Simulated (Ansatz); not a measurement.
Scan of [CH$_{3}$···H···F], doublet

Starting geometry:

```xyz
6

C    -1.2150    0.0000    0.0000
H    -1.5782    1.0273    0.0000
H    -1.5782   -0.5137    0.8897
H    -1.5782   -0.5137   -0.8897
H    -0.1254    0.0000    0.0000
F     1.0260    0.0000    0.0000
```

From there H5 is moved from one fragment to the other while all else, the fragments' distance too, stays fixed; atoms are numbered as listed. Energies are in kJ/mol, counted from the starting geometry at the same level. Kohn–Sham curves are unrestricted where that lies lower.

Basis cc-pVDZ; Ansatz 0.2.0. Correlated methods freeze the noble-gas cores. Prefix R: restricted or restricted open-shell reference; prefix U: unrestricted.

Full CI isn't at hand for all of this; UCCSDT(Q) serves as the reference, and is uncertain by about the last step of the cluster series. The frozen core follows each run's orbitals, which can shift R against U totals by a few meV.

```
distance C1-H5 (Å)  UCCSDT(Q)  curve A  curve B  curve C  curve D
             1.090        0.0      0.0      0.0      0.0      0.0
             1.126       -9.9     -9.7     -9.2     -7.9    -13.9
             1.197      -25.7    -25.5    -19.3    -17.5    -36.6
             1.269      -36.2    -36.1    -19.1    -20.5    -50.3
             1.341      -33.1    -33.2     -3.2    -10.9    -48.6
```

(1) The curves come from PBE, RCCSD(T), RPA-PBE, UMP2. Compare each with UCCSDT(Q) and say which is which.

In so small a basis the reference is far from its limit while semilocal and hybrid functionals are nearer theirs (RPA and double hybrids share much of the reference's basis error), so the functionals' errors here hold much of the reference's basis and frozen-core error, which can add to them or hide them.

## Answers

(1) A: RCCSD(T), B: PBE, C: RPA-PBE, D: UMP2. Spread of the error against UCCSDT(Q), over the points where both stand: A 0.4, B 29.8, C 22.2, D 15.6 kJ/mol.
